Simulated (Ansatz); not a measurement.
**SiHO₂+ (triplet): from Hartree-Fock to the top rungs, def2-QZVPP**

An exercise on one series of results from a longer session: the logs are not shown, and one member is left open.

The runs use Ansatz 0.2.0, Gaussian basis; def2-QZVPP, core rule «outside noble gas», up to 7 orbitals frozen.

Plan: UHF; ROHF; CCSD(T) on UHF.

3 further runs of the same task are left out: 1 that didn't finish, 2 set aside as unsound or not needed.

### The geometry

The geometry is a PBE0/def2-TZVP stationary point (not a proven minimum) of the parent state, kept for this charge and spin.

4 atoms, charge 1, spin multiplicity 3.

Atoms are counted from 1 here; the program's logs count them from 0.

Bond lengths: Si1–O2 1.675 Å, Si1–O3 1.675 Å, Si1–H4 1.518 Å. Angles: O2–Si1–O3 108.7°, O2–Si1–H4 103.2°, O3–Si1–H4 103.2°.

The first run:

in.yaml reads:

```yaml
crystal:
  periodic: [false, false, false]
  atoms:
    - {symbol: Si, position_ang: [-0.131469, -0.484771, 0.000000]}
    - {symbol: O, position_ang: [0.080687, 0.468628, -1.360578]}
    - {symbol: O, position_ang: [0.080687, 0.468628, 1.360578]}
    - {symbol: H, position_ang: [1.101729, -1.369640, 0.000000]}
basis:
  gaussian: {orbitals: "def2-QZVPP.json"}
total_charge: 1
magnetization: {spin_polarized: true, initial_magnetization: 2}
hamiltonian: {xc: hf}
output: {orbitals: {seedname: orbitals}}
```

On the command line:

```bash
$ ansatz run in.yaml --threads 1 --pin off --events-out ev --progress --plain --max-ram 2393MiB
```

Steps of the session up to this table: UHF; ROHF; CCSD(T) on UHF.

One of the session's tables, all rows but one given; the rest of the session is left out.

It belongs to the step «Misses and costs». 

```
  method  from UCCSD(T) (meV)
    ROHF             +15469.4
     UHF                    ?
    UMP2              +1397.4
   UCCSD               +608.8
UCCSD(T)                    0
```

Q: Estimate the row for UHF from the others.

As computed: from UCCSD(T) (meV): +15169.1. In the column «from UCCSD(T) (meV)» it lies between UMP2 (+1397.4) and ROHF (+15469.4).
